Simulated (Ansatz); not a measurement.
Molecule: CHN, net charge 0, singlet state. SMILES: C#N
Geometry: optimised at B3LYP-D3(BJ)/def2-TZVP (Ansatz, a quantum-chemistry and plane-wave program).

Wanted: atomisation energy (electronic, to ground-state atoms), in kJ/mol. Correlated levels leave the core frozen unless marked. UHF or UKS for open shells. No spin-orbit coupling. Non-relativistic. The coupled-cluster limit lacks core correlation, which all-electron functionals hold. CBS(X,Y): correlation extrapolated as X^-3; Hartree-Fock from the larger set (for Q and 5 zeta extrapolated as (X+1)exp(-9√X)).

| level | program | atomisation energy (kJ/mol) | minus last row |
|---|---|---|---|
| HF/STO-3G | Ansatz | 764.2 | -538.5 |
| PBE/def2-TZVPD | Ansatz | 1363.4 | 60.7 |
| BLYP-D3(BJ)/def2-TZVPD | Ansatz + dftd3 | 1343.1 | 40.4 |
| PBE0/STO-3G | Ansatz | 1298.5 | -4.2 |
| PBE0/def2-QZVPP | Ansatz | 1302.3 | -0.4 |
| wB97X/def2-TZVPD | Ansatz | 1296.0 | -6.7 |
| RI-MP2/def2-QZVPP | Ansatz | 1334.9 | 32.2 |
| CCSD/def2-SVP | Ansatz | 1204.8 | -97.9 |
| CCSD/CBS(cc-pVQZ,cc-pV5Z) | Ansatz | 1264.7 | -38.0 |
| CCSD(T)/CBS(cc-pVQZ,cc-pV5Z) | Ansatz | 1302.7 | 0.0 |
